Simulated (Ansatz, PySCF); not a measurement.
Potential energy curve for H₂, singlet.

Computed with: UCCSD = CCSD on UHF/cc-pVDZ, frozen core (Ansatz, an electronic-structure program); UKS-PBE = Ansatz with unrestricted PBE/cc-pVDZ; RKS-B3LYP/LANL2DZ = restricted B3LYP/LANL2DZ run with PySCF 2.14.0.

Total energies in hartree (comparable only within one method and basis):

| R / Å | UCCSD | UKS-PBE | RKS-B3LYP/LANL2DZ |
|---|---|---|---|
| 0.60 | -1.13917 | -1.13423 | -1.15499 |
| 0.64 | -1.15113 | -1.14657 | -1.16526 |
| 0.68 | -1.15856 | -1.15440 | -1.17128 |
| 0.71 | -1.16178 | -1.15794 | -1.17360 |
| 0.74 | -1.16337 | -1.15985 | -1.17441 |
| 0.75 | -1.16359 | -1.16017 | -1.17439 |
| 0.77 | -1.16362 | -1.16041 | -1.17397 |
| 0.79 | -1.16315 | -1.16015 | -1.17309 |
| 0.81 | -1.16225 | -1.15946 | -1.17181 |
| 0.86 | -1.15842 | -1.15612 | -1.16717 |
| 0.93 | -1.15027 | -1.14860 | -1.15812 |
| 1.02 | -1.13692 | -1.13586 | -1.14379 |
| 1.14 | -1.11698 | -1.11626 | -1.12250 |
| 1.25 | -1.09856 | -1.09755 | -1.10245 |
| 1.34 | -1.08424 | -1.08250 | -1.08633 |
| 1.50 | -1.06154 | -1.05725 | -1.05921 |
| 1.64 | -1.04512 | -1.03734 | -1.03754 |
| 1.85 | -1.02670 | -1.01769 | -1.00901 |
| 1.98 | -1.01864 | -1.01062 | -0.99369 |
| 2.24 | -1.00834 | -1.00296 | -0.96800 |
| 2.62 | -1.00174 | -0.99895 | -0.94037 |
| 3.00 | -0.99955 | -0.99779 | -0.92168 |

The unrestricted determinant behind UCCSD is spin-contaminated at 1.25 to 3.00 Å (<S²> up to 1.0, against 0.00 for a pure singlet). With two correlated electrons CCSD is exact in the basis where it finds the lowest root (UCCSD). The unrestricted determinant behind UKS-PBE is spin-contaminated at 1.64 to 3.00 Å (<S²> up to 1.0, against 0.00 for a pure singlet). The restricted form behind RKS-B3LYP/LANL2DZ keeps the bonding electrons paired and can't separate into open-shell fragments.
